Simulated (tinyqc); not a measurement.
Inside a calculation. Method: Pariser-Parr-Pople SCF with singles CI, for the molecule ClC1=CC=C1 (SMILES; centres numbered as the heavy atoms are written). One step of it, computed by the program tinyqc.

Task: Singles CI, singlets. Over the 6 single excitations with the smallest orbital gaps: A = (e_a - e_i) delta + 2 (ia|jb) - (ij|ab), with (pq|rs) = sum c_mp c_mq gamma_mn c_nr c_ns. f = 2/3 w |mu|^2 in atomic units, mu = sqrt2 sum c_ia sum_m c_mi c_ma R_m.

orbital energies (eV): -14.790155  -12.361524  -6.994472  -3.659566  2.107506

coefficients:
```
          MO1        MO2        MO3        MO4        MO5
1Cl  0.855943  -0.471053   0.000000  -0.199532   0.075223
2C   0.402567   0.360433   0.000000   0.699942  -0.467022
3C   0.195028   0.431479   0.707107   0.015882   0.524917
4C   0.170969   0.525213   0.000000  -0.685394  -0.474506
5C   0.195028   0.431479  -0.707107   0.015882   0.524917
```

repulsion gamma_rs (eV), lower triangle:
```
           1Cl         2C         3C         4C         5C
1Cl  13.000000
2C    5.552194  11.130000
3C    3.808992   5.345397  11.130000
4C    3.148492   4.398492   5.345397  11.130000
5C    3.808992   5.345397   4.398492   5.345397  11.130000
```

Centres (angstrom, eV; a flat drawing with bonds scaled to 1.40 angstrom):
```
centre          x          y  core charge z          W   gamma_rr
1Cl      1.912000   0.000000              2  26.000000  13.000000
2C       0.512000   0.000000              1  11.160000  11.130000
3C      -0.478000   0.990000              1  11.160000  11.130000
4C      -1.468000   0.000000              1  11.160000  11.130000
5C      -0.478000  -0.990000              1  11.160000  11.130000
```

Give: singlet CI matrix; singlet excitation energies; oscillator strengths.

Result:

singlet CI matrix (eV), lower triangle:
```
         3>4      2>4     3>5      1>4      2>5      1>5
3>4  -1.9471
2>4   0.0000   5.6337
3>5   0.0488   0.0000  6.1419
1>4   0.0000   0.3050  0.0000   7.2371
2>5   0.0000   0.2910  0.0000  -0.2310  10.3986
1>5   0.0000  -0.3840  0.0000   0.3987  -0.0896  12.8161
```

singlet excitation energies (eV): -1.9474  5.5280  6.1422  7.2663  10.4229  12.8684

oscillator strengths: -0.0001  0.6453  0.5807  0.0302  0.0033  0.0000
